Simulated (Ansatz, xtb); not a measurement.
**Two isomers of H3NSSi**

Structure X: `[SiH]NS`, a singlet. Structure Y: `NS[SiH]`, a singlet. Both are isolated molecules in the gas phase, relaxed with PBE0-D4/def2-SVP; the shapes shown needn't be the lowest conformers.

X (Å):

```xyz
6

N     0.6946   -1.0691    0.0043
S     0.6056   -0.6429   -1.6557
Si   -0.6750   -1.6112    0.9224
H     0.1475   -1.6549    2.2261
H     1.6075   -0.8800    0.4139
H     1.0674   -1.8007   -2.1936
```

Y (Å):

```xyz
6

N    -0.5391   -1.2717   -0.0376
S     0.6618   -0.8345    1.1188
Si    2.5887   -0.7028    0.2845
H    -0.0983   -1.5291   -0.9218
H    -1.0589   -2.0747    0.3170
H     2.1020   -1.2002   -1.0883
```

Estimate which is lower in electronic energy at CCSD(T)/def2-TZVP, and by roughly how much.

CCSD(T)/def2-TZVP gives E(Y) − E(X) = +1.12 kcal/mol, slightly favouring structure X, which is too small a margin to settle the true order.

The same difference at several levels:

| level | geometry | E(Y) − E(X) (kcal/mol) | departure from the last row (kcal/mol) | job, with rough time for the two |
| --- | --- | --- | --- | --- |
| PBE0-D4/def2-SVP | PBE0-D4/def2-SVP | −0.47 | −1.59 | optimisation, 20 s |
| HF/def2-TZVP | PBE0-D4/def2-SVP | +4.25 | +3.13 | part of the CCSD(T) run |
| MP2/def2-TZVP | PBE0-D4/def2-SVP | +1.44 | +0.32 | part of the CCSD(T) run |
| CCSD(T)/def2-TZVP | PBE0-D4/def2-SVP | +1.12 |  | single point, 9.9 s |

As drawn, Y has 1 S–Si, 1 N–H in place of 1 N–Si, 1 S–H.

PBE0-D4/def2-SVP finds them nearly level. The largest departure from CCSD(T)/def2-TZVP is that of HF/def2-TZVP, 3.13 kcal/mol. Levels run at GFN2-xTB geometries aren't shown.

With harmonic frequencies from PBE0-D4/def2-SVP (ideal gas, rigid rotor, one conformer each, 298.15 K, 1 atm): the zero-point term adds +1.28 kcal/mol; ΔH is +2.52 and ΔG +2.19 kcal/mol.

The T1 diagnostic of structure Y is large, so the coupled-cluster value is less sure. The correlated steps freeze 11 core orbitals. Codes used: Ansatz 0.2.0; the last row on 2 threads of Arm Neoverse V2 on a shared host.
